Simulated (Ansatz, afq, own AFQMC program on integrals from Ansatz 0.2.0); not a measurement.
Two steps: Ansatz 0.2.0 writes the Fock matrix and Cholesky factors of the valence space, and afq projects on them the lowest state that overlaps trial and start.

```yaml
crystal:
  periodic: [false, false, false]
  atoms:
    - {symbol: P, position_ang: [0.000000, 0.000000, 0.000000]}
basis:
  gaussian: {orbitals: 6-31G}
magnetization: {spin_polarized: true, initial_magnetization: 3}
correlation: {method: ccsd_t, electrons: outside_noble_gas, hamiltonian_folder: ham}
```

```sh
$ ansatz run in.yaml --threads 1 --pin off --events-out ev --progress --plain --max-ram 24576MiB --backend cuda --devices 0, --max-vram 18GiB
```

afq runs on the folder ham with

```
--method phaseless --trial cisd --walkers 4000 --populations 20 --least-time 60 --time-step 0.005 --steps-per-block 50 --equilibration-blocks 28 --max-blocks 4000 --target-error 8e-05 --factor-cut 1e-05 --start spin_pure --seed 1774 --release-times 0.24,0.5,1,1.5 --release-step 0.02 --release-every 3 --taylor-order 6
```

Times are imaginary, in 1/Eh. The walk had a cap of 122 s. With eight or more populations the least sampling time is a fifth of least-time, and the error comes from their spread.

afq prints:

```
orbitals 8  electrons 4 1  factors 29 of 59
reference energy -340.68900835 Eh
CCSD correlation -0.01579802 Eh in 8 cycles, weight of the determinant in the CISD state 0.9882
energy of the start -340.704808 Eh
 block  time / (1/Eh)  mean weight  energy / Eh
     1     0.250  1.0000  -340.704807
     2     0.500  1.0000  -340.704828
     3     0.750  1.0000  -340.704849
     4     1.000  0.9999  -340.704874
     5     1.250  0.9999  -340.704894
     8     2.000  1.0000  -340.704933
    11     2.750  0.9999  -340.704932
    14     3.500  1.0000  -340.704917
    17     4.250  1.0000  -340.704952
    20     5.000  1.0000  -340.704956
    23     5.750  1.0000  -340.704937
    26     6.500  1.0001  -340.704946
    29     7.250  1.0001  -340.704956
    32     8.000  0.9997  -340.704944
    35     8.750  1.0000  -340.704909
    38     9.500  1.0001  -340.704935
    41    10.250  1.0000  -340.704928
    44    11.000  1.0000  -340.704934
    47    11.750  1.0000  -340.704949
    50    12.500  0.9999  -340.704936
    53    13.250  1.0001  -340.704932
    56    14.000  1.0000  -340.704946
    59    14.750  1.0001  -340.704929
    62    15.500  1.0001  -340.704922
    64    16.000  1.0000  -340.704973
    65    16.250  1.0000  -340.704959
    68    17.000  1.0000  -340.704963
    71    17.750  1.0000  -340.704932
    74    18.500  1.0001  -340.704952
    77    19.250  1.0000  -340.704950
    78    19.500  1.0000  -340.704965
error from the spread of 20 populations
released: time / (1/Eh)  energy / Eh  error  mean overlap
  0.24  -340.704945  0.000004  1.0001
  0.50  -340.704939  0.000003  1.0004
  1.00  -340.704940  0.000002  1.0006
  1.50  -340.704936  0.000002  1.0015
energy -340.704942 +/- 0.000006 Eh
(rows thinned)
```

The run passed its tests (sampling time, drift between the halves within three errors, error under three times the target), which doesn't prove that it has relaxed.

Against this walk (error 0.1 meV) on the same determinant: CCSD(T) 1.0 meV higher, CCSDT(Q) 0.0 meV higher (within the noise), CCSDTQ 0.1 meV higher (within the noise), full CI 0.1 meV higher (within the noise). The error is statistical and leaves out the bias of the constraint. Released to 1.50 1/Eh the energy moves by 0.15 ± 0.16 meV (both errors), within twice the noise.

Cautions: constraint bias not in the error.

The walk took 24 s on 1 × NVIDIA H100 80GB HBM3 with 2 threads of AMD EPYC 7R13 Processor (Zen 3), with other jobs on the host (the card was shared). The log's last line is the phaseless energy.

CCSDT and higher add their correlation energy to the determinant of the CCSD(T) run, since their own runs factorise the integrals more tightly (a shift of under 2 meV). A walk keeps the symmetry of its determinant, which the program's search chose and which needn't be the lowest solution, so a lower state of the same spin and another symmetry isn't excluded.
